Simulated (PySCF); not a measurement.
**First hyperpolarisability of 1-chlorobutadiene (C(=C)/C=C/Cl, C₄H₅Cl)**

The calculation used PySCF, quadratic response CAM-B3LYP/def2-TZVPD first hyperpolarisability, Taylor convention, gas phase. Geometry: PBE0-D3(BJ)/def2-TZVP.

Input:
```
{"job": {"kind": "beta", "xc": "CAM-B3LYP", "basis": "def2-TZVPD"}, "charge": 0, "multiplicity": 1}
C     -1.409204    -1.214393     0.390602
C     -0.233981    -0.739086    -0.020587
C      0.180448     0.635975     0.142344
C      1.361458     1.081412    -0.279737
Cl     1.874189     2.707123    -0.097511
H     -1.679198    -2.253021     0.247974
H     -2.135406    -0.575809     0.882422
H      0.471074    -1.406617    -0.510261
H     -0.506988     1.321539     0.629056
H      2.091018     0.450027    -0.771683
```
Coordinates are in Å.

Command: `OMP_NUM_THREADS=1 python excited_run.py task.json out`

Show the output.

DR is the depolarisation ratio; parallel is 3/5 of the vector part along the dipole.
```
coarse grid: 9072 points
cycle   1  E = -615.5607534745  dE =  6.701e-01  |g| = 3.262e-01  |ddm| = 2.949e+00
cycle   2  E = -615.5609723779  dE = -2.189e-04  |g| = 3.545e-01  |ddm| = 1.002e+00
cycle   3  E = -615.5900615000  dE = -2.909e-02  |g| = 5.839e-02  |ddm| = 4.668e-01
cycle   4  E = -615.5909471552  dE = -8.857e-04  |g| = 2.095e-02  |ddm| = 9.263e-02
cycle   5  E = -615.5910547453  dE = -1.076e-04  |g| = 3.573e-03  |ddm| = 3.857e-02
cycle   6  E = -615.5910590462  dE = -4.301e-06  |g| = 1.508e-03  |ddm| = 9.067e-03
final grid: 83440 points
cycle   7  E = -615.5848331492  dE = -2.348e-05  |g| = 4.517e-03  |ddm| = 1.107e-01
cycle   8  E = -615.5848335023  dE = -3.531e-07  |g| = 4.167e-03  |ddm| = 1.199e-02
cycle   9  E = -615.5848375152  dE = -4.013e-06  |g| = 4.877e-04  |ddm| = 5.427e-03
cycle  10  E = -615.5848375673  dE = -5.211e-08  |g| = 2.050e-04  |ddm| = 8.811e-04
cycle  11  E = -615.5848375781  dE = -1.083e-08  |g| = 3.293e-05  |ddm| = 3.640e-04
cycle  12  E = -615.5848375785  dE = -3.638e-10  |g| = 1.526e-05  |ddm| = 9.899e-05
converged SCF energy = -615.5848375785

Lowest singlets (eV, f): 5.5526 0.7801  6.2210 0.0020  6.4336 0.0007

First hyperpolarisability (au)
process     nm      |vector|   parallel      HRS      DR
static         -      289.33     -160.9     113.97   6.033
shg       1907.0      315.62    -175.38     124.44   5.993
eope      1907.0      297.73    -165.53          -       -
shg       1064.0      387.74    -215.08     153.25   5.893
eope      1064.0      317.60    -176.48          -       -
```

It took 29 s wall time on 1 thread of an Intel Xeon Platinum 8488C, shared host, peak memory 0.84 GiB.
